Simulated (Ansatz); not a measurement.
A computed series for GaP: pressure series

Take GaP in the zinc blende structure (space group F-43m, No. 216; a = 5.391 Å) as the base.

Cell and atoms are relaxed at each pressure.

All numbers come from LDA (Ansatz, a first-principles code), no SOC.

```json
[
 {"pressure (GPa)": "-2", "volume per atom (Å³/atom)": "20.049"},
 {"pressure (GPa)": "-1", "volume per atom (Å³/atom)": "?"},
 {"pressure (GPa)": "0", "volume per atom (Å³/atom)": "19.589"},
 {"pressure (GPa)": "0.9", "volume per atom (Å³/atom)": "19.396"},
 {"pressure (GPa)": "2.1", "volume per atom (Å³/atom)": "19.157"},
 {"pressure (GPa)": "9", "volume per atom (Å³/atom)": "18.026"},
 {"pressure (GPa)": "15", "volume per atom (Å³/atom)": "17.267"},
 {"pressure (GPa)": "22.5", "volume per atom (Å³/atom)": "16.500"},
 {"pressure (GPa)": "30", "volume per atom (Å³/atom)": "15.869"}
]
```

Problem. Fit the third-order Birch–Murnaghan form P(V) = (3B₀/2)[(V₀/V)^(7/3) − (V₀/V)^(5/3)]·[1 + (3/4)(B₀′ − 4)((V₀/V)^(2/3) − 1)] (squares taken in P) to the rows shown and predict the withheld row.

Solution. Least squares on the printed values gives V₀ = 19.587 Å³/atom, B₀ = 90.8 GPa, B₀′ = 4.3; this predicts 19.809 Å³/atom, and the run gives 19.810 Å³/atom, in agreement.

Measured bulk modulus of GaP: 89.6 GPa (static lattice; corrected from measurement; as listed in Daniel Mejia-Rodriguez, S. B. Trickey, Phys. Rev. B (2018)); the computed value is 1 % above it.

Load acts through the strain it causes; cell and atoms are relaxed under it. Stability against distortions was not tested. Measured, GaP leaves this structure (for a Cmcm phase) near 26 GPa (temperature not stated; as listed in Datta, Sujoy, Jana, Debnarayan, arXiv (2020)).
